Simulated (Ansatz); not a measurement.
The input, for Ansatz 0.2.0:

```yaml
crystal:
  periodic: [false, false, false]
  atoms:
    - {symbol: Ge, position_ang: [0.036254, -0.028334, 0.695241]}
    - {symbol: N, position_ang: [-0.128620, 0.488041, -1.190835]}
    - {symbol: O, position_ang: [-0.052000, -0.298614, -2.113994]}
basis:
  gaussian: {orbitals: 6-31G}
magnetization: {spin_polarized: false, initial_magnetization: 4}
correlation: {method: mp2, electrons: all}
```

```sh
$ ansatz run in.yaml --threads 1 --pin off --events-out ev --progress --plain --max-ram 2393MiB
```

Task: One thing in this input was set wrong on purpose, beside settings that are merely unusual. What is the gravest fault, and what does the program do?

Result: Multiplicity of wrong parity. How the run ends: refused.
```
Error: a molecule whose nuclei and cores have a total charge of 47 cannot have a net charge of 0 together with 4 unpaired electrons
```
